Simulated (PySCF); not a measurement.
Molecule: `C#CC(=C)SC`, C5H6S.

Geometry:
```tsv
atom	x (Å)	y (Å)	z (Å)
C1	-1.429	1.105	-1.417
C2	-1.074	0.357	-0.529
C3	-0.627	-0.512	0.508
C4	-1.485	-1.260	1.229
S5	1.115	-0.600	0.845
C6	1.829	0.569	-0.325
H7	-1.760	1.762	-2.200
H8	-1.128	-1.920	2.023
H9	-2.556	-1.217	1.028
H10	2.910	0.540	-0.132
H11	1.460	1.590	-0.157
H12	1.640	0.270	-1.365
```

Geometry PBE0-D3(BJ)/def2-SVP throughout; GIAO in PySCF 2.14, gas phase, one conformer, non-relativistic; equivalent atoms averaged; basis pcSseg-1.

For orientation, PBE gives these absolute shieldings σ: C3 44.3, C4 58.7, C1 91.5, C2 96.9, C6 159.9, S5 431.6, H9 25.39, H8 25.70, H10/H11/H12 28.97 ppm.

A run gave: C3 37.4, C4 54.7, C1 89.3, C2 93.3, C6 154.3, S5 406.8, H9 25.67, H8 25.99, H10/H11/H12 29.12 ppm (absolute shieldings σ).

**Question.** Which functional was used in that run?
A. BLYP
B. BP86
C. LDA
D. PBE0

**Answer.** A. C6 tells them apart best: BLYP gives 154.3, BP86 gives 159.4, LDA gives 161.4, PBE0 gives 165.2 ppm.
